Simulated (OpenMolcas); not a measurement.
# NH3 (ammonia): CCSD(T)/cc-pVDZ

What is the energy change on altering one bond length of NH3 (ammonia) at CCSD(T)/cc-pVDZ? 

The results are computed with OpenMolcas 26.06.

### 1 The structure to begin with

NH3: 4 atoms, total charge 0, spin state singlet. SMILES: `N`. The coordinates come from a PBE0-D4/def2-TZVP relaxation.

Bond lengths: N1–H2 1.013 Å, N1–H3 1.013 Å, N1–H4 1.013 Å. Angles: H2–N1–H3 107.1°, H2–N1–H4 107.1°, H3–N1–H4 107.1°.

### 2 A single-point energy at CCSD(T)/cc-pVDZ

job.input reads:

```
&GATEWAY
BASLIB=$CurrDir
COORD
4
angstrom
N       -0.069910       0.249470       0.110930
H        0.490470      -0.301820       0.749180
H       -0.887480      -0.301940      -0.118910
H        0.466920       0.354280      -0.741200
BASIS=cc-pVDZ
GROUP=NoSym
&SEWARD
&SCF
PRORBITALS=0
&RASSCF
FILEORB=$Project.ScfOrb
SPIN=1
NACTEL=0 0 0
INACTIVE=5
RAS2=0
OUTORBITALS=Canonical
ORBLISTING=Nothing
&MOTRA
JOBIPH
FROZEN=1
&CCSDT
CCT
TRIPLES=2
ITERATIONS=50
EXTRAPOLATION=5 4
```

The basis set cc-pVDZ is read from a file made from the Basis Set Exchange's data (not shown).

Command:

```sh
$ export MOLCAS_MEM=1860
$ pymolcas job.input > job.log
```

The program printed, shortened:

```text
--- Start Module: gateway ---
[...]
--- Stop Module: gateway /rc=_RC_ALL_IS_WELL_ ---
[...]
      Basis functions           29
[...]
       Convergence after   9 Iterations
[...]
::    Total SCF energy                                -56.1955571472
[...]
      Total spin, S                                     0.0000000000
[...]
      Number of active orbitals                  0
[...]
      Spin quantum number                      0.0
[...]
      Active orbitals                            0
[...]
      Number of CSFs                             1
[...]
      Number of root(s) required                 1
[...]
      Convergence after  4 iterations
[...]
      Natural orbitals and occupation numbers for root  1
      ************************************************************************************************************************
      *                                                    Final results                                                     *
      ************************************************************************************************************************
[...]
::    RASSCF root number  1 Total energy:    -56.19555715
[...]
      Total electronic charge=   10.000000
      Total            charge=   -0.000000
[...]
      Dipole Moment (debye):
      Origin of the operator (angstrom)=   -0.0534    0.1904    0.0847
                   X=  4.1482E-01               Y= -1.4803E+00               Z= -6.5824E-01           Total=  1.6723E+00
      Quadrupole Moment (debye*angstrom):
[...]
--- Start Module: motra ---
[...]
      *** WARNING: Default frozen orbitals is overwritten by user input.
      *** Default values:   1
[...]
--- Stop Module: motra /rc=_RC_ALL_IS_WELL_ ---
--- Start Module: ccsdt ---
[...]
      Convergence after                    10  Iterations
      Total energy (diff) :     -56.39807736      -0.00000000
[...]
 METHOD                       : CCSD+T(CCSD)+<T3(1)WT1> = CCSD(T)
[...]
       CCSD     =       -56.3980773562701
[...]
--- Stop Module: ccsdt /rc=_RC_ALL_IS_WELL_ ---
[...]
```

Run time: 2.3 s. Hardware: 1 thread of Arm Neoverse V1, shared host; peak memory 0.37 GiB.

### 3 The distorted shape at the same level

job.input reads:

```
>>> EXPORT MOLCAS_PRINT=2

&gateway
 baslib
 $CurrDir
 coord
 4
 angstrom
 N       -0.016220       0.259952       0.025706
 H        0.544160      -0.291338       0.663956
 H       -0.833790      -0.291458      -0.204134
 H        0.466920       0.354280      -0.741200
 basis
 cc-pVDZ
 group
 NoSym

&seward

&scf
 prorbitals
 0

&rasscf
 fileorb
 $Project.ScfOrb
 spin
 1
 nactel
 0 0 0
 inactive
 5
 ras2
 0
 outorbitals
 Canonical
 orblisting
 Nothing

&motra
 jobiph
 frozen
 1

&ccsdt
 cct
 triples
 2
 iterations
 50
 extrapolation
 5 4
```

The basis set cc-pVDZ is read from a file made from the Basis Set Exchange's data (not shown).

Command:

```sh
$ export MOLCAS_MEM=1860
$ pymolcas job.input > job.log
```

The program printed, shortened:

```text
--- Start Module: gateway ---
[...]
--- Stop Module: gateway /rc=_RC_ALL_IS_WELL_ ---
[...]
      Basis functions           29
[...]
       Convergence after   9 Iterations
[...]
::    Total SCF energy                                -56.1854763424
[...]
      Total spin, S                                     0.0000000000
[...]
      Number of active orbitals                  0
[...]
      Spin quantum number                      0.0
[...]
      Active orbitals                            0
[...]
      Number of CSFs                             1
[...]
      Number of root(s) required                 1
[...]
      Convergence after  4 iterations
[...]
      Natural orbitals and occupation numbers for root  1
      ************************************************************************************************************************
      *                                                    Final results                                                     *
      ************************************************************************************************************************
[...]
::    RASSCF root number  1 Total energy:    -56.18547634
[...]
      Total electronic charge=   10.000000
      Total            charge=   -0.000000
[...]
      Dipole Moment (debye):
      Origin of the operator (angstrom)=   -0.0028    0.2003    0.0045
                   X=  4.0707E-01               Y= -1.4842E+00               Z= -6.4594E-01           Total=  1.6691E+00
      Quadrupole Moment (debye*angstrom):
[...]
--- Start Module: motra ---
[...]
      *** WARNING: Default frozen orbitals is overwritten by user input.
      *** Default values:   1
[...]
--- Stop Module: motra /rc=_RC_ALL_IS_WELL_ ---
--- Start Module: ccsdt ---
[...]
      Convergence after                    10  Iterations
      Total energy (diff) :     -56.38542864      -0.00000004
[...]
 METHOD                       : CCSD+T(CCSD)+<T3(1)WT1> = CCSD(T)
[...]
       CCSD     =       -56.3854286366604
[...]
--- Stop Module: ccsdt /rc=_RC_ALL_IS_WELL_ ---
[...]
```

Run time: 2.4 s. Hardware: 1 thread of Arm Neoverse V1, shared host; peak memory 0.37 GiB.

### 4 Results

At CCSD(T)/cc-pVDZ, 1 core orbital frozen:

```
                                                         quantity         value
                                        first shape: total energy  -56.40186 Eh
                  first shape: dipole moment (mean-field density)        1.67 D
                 first shape: HOMO energy (Hartree–Fock orbitals)     -11.37 eV
                 first shape: LUMO energy (Hartree–Fock orbitals)       5.10 eV
               first shape: HOMO–LUMO gap (Hartree–Fock orbitals)      16.47 eV
          first shape: correlation energy (1 core orbital frozen)    -206.3 mEh
                                      first shape: (T) correction     -3.78 mEh
                                    distorted shape: total energy  -56.38903 Eh
              distorted shape: dipole moment (mean-field density)        1.67 D
             distorted shape: HOMO energy (Hartree–Fock orbitals)     -11.42 eV
             distorted shape: LUMO energy (Hartree–Fock orbitals)       5.21 eV
           distorted shape: HOMO–LUMO gap (Hartree–Fock orbitals)      16.63 eV
      distorted shape: correlation energy (1 core orbital frozen)    -203.6 mEh
                                  distorted shape: (T) correction     -3.60 mEh
energy change with the N1–H4 bond shortened from 1.013 to 0.911 Å      0.349 eV
```

What this shows: With the N1–H4 bond shortened from 1.013 to 0.911 Å the energy rises by 0.35 eV (33.7 kJ/mol). The first shape isn't relaxed at this level, so the change isn't measured from a minimum. Mulliken charges (first shape) of the mean-field density run from -0.27 on N1 to +0.09 on H2; they depend strongly on the basis. The triples (first shape) make up 1.8 % of the correlation energy. Mulliken charges (distorted shape) of the mean-field density run from -0.22 on N1 to +0.08 on H2; they depend strongly on the basis. The triples (distorted shape) make up 1.8 % of the correlation energy.
